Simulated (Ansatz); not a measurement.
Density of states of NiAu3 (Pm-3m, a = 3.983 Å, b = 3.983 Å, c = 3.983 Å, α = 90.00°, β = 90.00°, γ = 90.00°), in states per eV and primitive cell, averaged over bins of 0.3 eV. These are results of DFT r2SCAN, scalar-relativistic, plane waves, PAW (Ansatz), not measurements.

Cutoff 500 eV; k points 10×10×10 on the computed 4-atom cell (Γ-centred); Gaussian smearing, width 0.10 eV; collinear spin from starting moments -0.29 0 0 0 μB.

The cell is relaxed at this level. The states (both spins) are summed by tetrahedra on a 15×15×15 mesh at the self-consistent density. Energies are bin centres; the table starts no lower than −8 eV and ends at 6 eV, or lower where the solved bands end.

It is a metal at this level.

| E − E_F (eV) | total | Ni 3d up | Au 5d up | Ni 3d down | Au 5d down | Au 6s down | Au 6s up |
| --- | --- | --- | --- | --- | --- | --- | --- |
| -7.90 | 0.81 | 0.00 | 0.08 | 0.00 | 0.08 | 0.29 | 0.29 |
| -7.60 | 1.09 | 0.00 | 0.16 | 0.00 | 0.16 | 0.35 | 0.35 |
| -7.30 | 2.05 | 0.01 | 0.58 | 0.01 | 0.58 | 0.40 | 0.40 |
| -7.00 | 2.16 | 0.01 | 0.78 | 0.01 | 0.78 | 0.23 | 0.23 |
| -6.70 | 3.70 | 0.03 | 1.48 | 0.03 | 1.47 | 0.23 | 0.23 |
| -6.40 | 9.42 | 0.09 | 3.77 | 0.10 | 3.75 | 0.57 | 0.57 |
| -6.10 | 7.68 | 0.08 | 3.40 | 0.08 | 3.41 | 0.27 | 0.27 |
| -5.80 | 5.42 | 0.05 | 2.49 | 0.05 | 2.49 | 0.09 | 0.09 |
| -5.50 | 4.52 | 0.04 | 2.09 | 0.04 | 2.08 | 0.09 | 0.09 |
| -5.20 | 7.06 | 0.05 | 3.31 | 0.06 | 3.31 | 0.11 | 0.11 |
| -4.90 | 6.68 | 0.06 | 3.05 | 0.07 | 3.09 | 0.13 | 0.13 |
| -4.60 | 6.88 | 0.08 | 3.10 | 0.09 | 3.08 | 0.18 | 0.18 |
| -4.30 | 4.64 | 0.06 | 2.06 | 0.07 | 2.10 | 0.12 | 0.12 |
| -4.00 | 7.76 | 0.15 | 3.53 | 0.19 | 3.57 | 0.11 | 0.11 |
| -3.70 | 8.14 | 0.21 | 3.62 | 0.25 | 3.55 | 0.21 | 0.20 |
| -3.40 | 8.61 | 0.18 | 3.84 | 0.22 | 3.94 | 0.16 | 0.17 |
| -3.10 | 6.78 | 0.16 | 3.13 | 0.17 | 2.93 | 0.12 | 0.14 |
| -2.80 | 3.64 | 0.06 | 1.65 | 0.07 | 1.60 | 0.08 | 0.08 |
| -2.50 | 2.67 | 0.06 | 1.10 | 0.08 | 1.10 | 0.09 | 0.09 |
| -2.20 | 3.93 | 0.18 | 1.38 | 0.33 | 1.43 | 0.13 | 0.12 |
| -1.90 | 4.51 | 0.31 | 1.58 | 0.41 | 1.53 | 0.10 | 0.12 |
| -1.60 | 2.19 | 0.28 | 0.61 | 0.30 | 0.55 | 0.05 | 0.08 |
| -1.30 | 0.54 | 0.15 | 0.04 | 0.12 | 0.03 | 0.02 | 0.03 |
| -1.00 | 5.20 | 0.08 | 0.02 | 4.47 | 0.42 | 0.05 | 0.02 |
| -0.70 | 13.22 | 5.21 | 0.43 | 6.04 | 1.00 | 0.16 | 0.06 |
| -0.40 | 9.01 | 5.36 | 0.91 | 1.74 | 0.37 | 0.14 | 0.23 |
| -0.10 | 3.55 | 1.87 | 0.40 | 0.38 | 0.22 | 0.21 | 0.21 |
| 0.20 | 1.62 | 0.38 | 0.22 | 0.18 | 0.17 | 0.21 | 0.25 |
| 0.50 | 0.98 | 0.16 | 0.08 | 0.15 | 0.08 | 0.14 | 0.13 |
| 0.80 | 1.13 | 0.20 | 0.07 | 0.16 | 0.09 | 0.16 | 0.13 |
| 1.10 | 1.21 | 0.20 | 0.08 | 0.12 | 0.08 | 0.16 | 0.15 |
| 1.40 | 1.19 | 0.15 | 0.07 | 0.09 | 0.08 | 0.17 | 0.16 |
| 1.70 | 1.16 | 0.11 | 0.07 | 0.07 | 0.07 | 0.17 | 0.17 |
| 2.00 | 1.07 | 0.08 | 0.06 | 0.05 | 0.06 | 0.16 | 0.16 |
| 2.30 | 1.04 | 0.06 | 0.05 | 0.04 | 0.05 | 0.15 | 0.15 |
| 2.60 | 0.98 | 0.05 | 0.04 | 0.03 | 0.04 | 0.14 | 0.14 |
| 2.90 | 0.91 | 0.04 | 0.04 | 0.03 | 0.04 | 0.13 | 0.13 |
| 3.20 | 0.88 | 0.03 | 0.03 | 0.02 | 0.03 | 0.13 | 0.13 |
| 3.50 | 0.86 | 0.02 | 0.03 | 0.02 | 0.03 | 0.14 | 0.12 |
| 3.80 | 1.12 | 0.03 | 0.04 | 0.03 | 0.04 | 0.24 | 0.23 |
| 4.10 | 1.19 | 0.03 | 0.04 | 0.02 | 0.04 | 0.23 | 0.24 |
| 4.40 | 1.22 | 0.03 | 0.04 | 0.02 | 0.04 | 0.22 | 0.22 |
| 4.70 | 1.17 | 0.02 | 0.03 | 0.02 | 0.03 | 0.18 | 0.19 |
| 5.00 | 1.07 | 0.02 | 0.03 | 0.01 | 0.02 | 0.14 | 0.15 |
| 5.30 | 0.97 | 0.01 | 0.02 | 0.01 | 0.02 | 0.11 | 0.11 |
| 5.60 | 1.12 | 0.01 | 0.02 | 0.01 | 0.02 | 0.10 | 0.10 |

The columns after the total are the main Löwdin projections on the occupied valence shells of the potentials; 2 others are left out. The rest of the total lies in those, in shells that are empty in the free atom, which aren't projected, and between the atoms.

The state reached may not be the lowest one. Spin-orbit coupling is left out, which matters for the bands of heavy elements.

Only this magnetic start was tried.

Whether NiAu3 exists in this form wasn't checked.

Cost: 1 run of about 2.2 core-minutes, on Arm Neoverse V1 (shared hosts).